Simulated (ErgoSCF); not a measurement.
# A ErgoSCF job on PH3F+ (SMILES F[PH3+])

Aim: the energy of PH3F+.

The results are computed with ErgoSCF 3.8.

8 further runs of the same task are left out: 3 that didn't finish, 5 set aside as unsound or not needed.

## 1. The structure to begin with

The species is PH3F+ (5 atoms), meant as a singlet with charge +1. As SMILES, `F[PH3+]`. Geometry: relaxed at GFN2-xTB.

Bond lengths: F1–P2 1.558 Å, P2–H3 1.382 Å, P2–H4 1.383 Å, P2–H5 1.383 Å. Angles: F1–P2–H3 102.8°, F1–P2–H4 102.8°, F1–P2–H5 102.8°, H3–P2–H4 115.3°, H3–P2–H5 115.3°, H4–P2–H5 115.3°.

## 2. The run

The input, input.xyz:

```xyz
5
FH3P
F     -1.365490     0.250400     0.341100
P      0.122590    -0.022380    -0.030680
H      0.038180    -0.428620    -1.349370
H      0.486130    -1.008290     0.868130
H      0.718590     1.208890     0.170830
```

On the command line:

```sh
$ ergo -m input.xyz -e 'set_nthreads("env")' -e 'tmpdir = "."' -e 'charge = 1' -e 'basis = "4-31G"' -e 'scf.output_mulliken_pop = 1' -e 'scf.max_number_of_iterations = 1' -e 'XC.type = "LMG"' -e 'run "BLYP"'
```

Standard output:

```text
INMA ERGO version 3.8
INMA  charge := 1
INMA  basis := 4-31G
INMA Basis really set to 4-31G
INMA  output_mulliken_pop := 1
INMA  max_number_of_iterations := 1
INMA  type := LMG
INMA running BLYP
INDF      This is a DFT calculation of type: BLYP
INDF Weighted mixed functional:
INDF                       LYP:    1.00000
INDF                     Becke:    1.00000
INDF                    Slater:    1.00000
INMA Running BLYP
INSC SCF_general constructor, number of basis functions: 28
INSC Min internuclear distance:      2.61240 a.u.  =      1.38243 Angstrom
INSC Max internuclear distance:      4.41410 a.u.  =      2.33584 Angstrom
INSC Euclidean norm of overlap matrix =          3.11923165722  (acc 1.49e-08)
INSC Euclidean norm of invCholFactor after truncation =          6.21101933205
INSC Beginning of SCF cycle 1
INDF Grid for charge 9: 51 radial points, 5202 total, r=5.093515
INDF Grid for charge 15: 56 radial points, 6700 total, r=8.019427
INDF Grid for charge 1: 38 radial points, 2800 total, r=6.473408
INDF Generating LMG grid Radint = 5e-09 AngInt: [ 6 29 ]
INDF Grid pruned from 20302 to 20116 grid points.
INDF Electrons:  25.9998474  -6e-06: xc energy -20.956612 (serial)
INSC nuclearEnergy, energy_2el, energy = 69.970916, 150.091671, -307.409276
INSC Energy   1 =       -307.40927605728
INSC maxabs FDS-SDF is     39.5
TISC Main SCF loop took      0.15 usr cpu s       0.00 sys cpu s       0.16 wall s
INSC SCF: dipole_moment_x [atomic units] =      -2.99359886
INSC SCF: dipole_moment_y [atomic units] =       0.54967544
INSC SCF: dipole_moment_z [atomic units] =       0.74737859
INSC Sum of Mulliken charges (electrons):      26.0000000
INSC Mulliken charge of atom 0 =       0.6428571
INSC Mulliken charge of atom 1 =       2.9285714
INSC Mulliken charge of atom 2 =      -0.8571429
INSC Mulliken charge of atom 3 =      -0.8571429
INSC Mulliken charge of atom 4 =      -0.8571429
INSC Sum of Mulliken atomic charges:       1.0000000
```

It took 1.3 s on 1 thread of Intel Xeon at 2.50GHz (Skylake/Cascade Lake), shared host.

## 3. Diagnosis

No converged result was reached.

The fault: the iteration cap is too low for convergence. To mend it: raise the iteration cap from 1.
